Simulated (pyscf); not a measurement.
`[SiH3][C]([Cl])([Cl])[Cl]` + `[H]` [doublet] → `[SiH2][C]([Cl])([Cl])[Cl]` [doublet] + `[H][H]` (hydrogen abstraction; doublet surface; H–Si broken, H–H formed). PySCF, gas phase, ωB97X-D3(BJ)/def2-SVP geometries. Energies in kJ/mol from the separated reactants.

| level | barrier | reaction energy |
|---|---|---|
| ωB97X-D3(BJ)/def2-TZVP | [?] | -39.2 |
| r²SCAN/def2-TZVP | -2.2 | -60.5 |
| B3LYP-D3(BJ)/def2-TZVP | 2.5 | -58.0 |
| M06-2X/def2-TZVP | 25.2 | -56.2 |
| ωB97M-D3(BJ)/def2-TZVP | 22.0 | -41.2 |
| HF/def2-TZVP | [?] | [?] |

Q: What belongs in the gaps?

A: 
- ωB97X-D3(BJ)/def2-TZVP, barrier: 22.2
- HF/def2-TZVP, barrier: 60.4
- HF/def2-TZVP, reaction energy: -23.5

At r²SCAN this geometry lies under the reactants; that is no barrier but a single point on another level's saddle; such a level's own saddle, if it has one, lies nearer that side and is low. H₃Si–C(Cl)(Cl)–Cl lies 540.4 kJ/mol over its isomer H₃C–Si(Cl)(Cl)–Cl (electronic energy, ωB97M-D3(BJ)/def2-TZVP). •H₂Si–C(Cl)(Cl)–Cl lies 492.6 kJ/mol over its isomer •H₂C–Si(Cl)(Cl)–Cl (electronic energy, ωB97M-D3(BJ)/def2-TZVP). One saddle was located; it need not be the lowest between these sides. The angle at the transferred H is 174°.
